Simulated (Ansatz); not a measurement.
# AlBH₂ (triplet): the correlation ladder, def2-TZVPP

One table from this session's results is given with a row withheld; the runs are named, their logs left out.

Program: Ansatz 0.2.0, Gaussian basis. Level of theory: def2-TZVPP, core rule «outside noble gas», up to 6 orbitals frozen. These are calculated values, not measurements.

The runs, in order: UHF; ROHF; CCSD(T) on UHF.

2 further runs of the same task are left out: 2 set aside as unsound or not needed.

## The geometry

The geometry is a PBE0/def2-TZVP stationary point (not a proven minimum) of the parent state, kept for this charge and spin.

4 atoms, charge 0, spin multiplicity 3.

Atoms are counted from 1 here; the program's logs count them from 0.

Bond lengths: B1–Al2 2.055 Å, B1–H3 1.197 Å, Al2–H4 1.595 Å. Angles: Al2–B1–H3 139.8°, B1–Al2–H4 128.5°.

Set-up of the first run:

in.yaml reads:

```yaml
crystal:
  periodic: [false, false, false]
  atoms:
    - {symbol: B, position_ang: [0.000000, -0.236580, 1.427367]}
    - {symbol: Al, position_ang: [0.000000, 0.116336, -0.597031]}
    - {symbol: H, position_ang: [0.000000, 0.366780, 2.461377]}
    - {symbol: H, position_ang: [0.000000, -0.943450, -1.789164]}
basis:
  gaussian: {orbitals: def2-TZVPP}
magnetization: {spin_polarized: true, initial_magnetization: 2}
hamiltonian: {xc: hf}
output: {orbitals: {seedname: orbitals}}
```

Run with:

```console
> ansatz run in.yaml --threads 1 --pin off --events-out ev --progress --plain --max-ram 4096MiB --backend cpu
```

Among the steps run: UHF; ROHF; CCSD(T) on UHF.

One table of the session follows, with a row left open; its other results are not shown here.

```
  method  from UCCSD(T) (kcal/mol)
    ROHF                         ?
     UHF                   +109.67
    UMP2                    +25.74
   UCCSD                     +4.24
UCCSD(T)                         0
```

Q: Estimate the row for ROHF from the others.

The run gave: from UCCSD(T) (kcal/mol): +114.43. In the column «from UCCSD(T) (kcal/mol)» it is the highest.
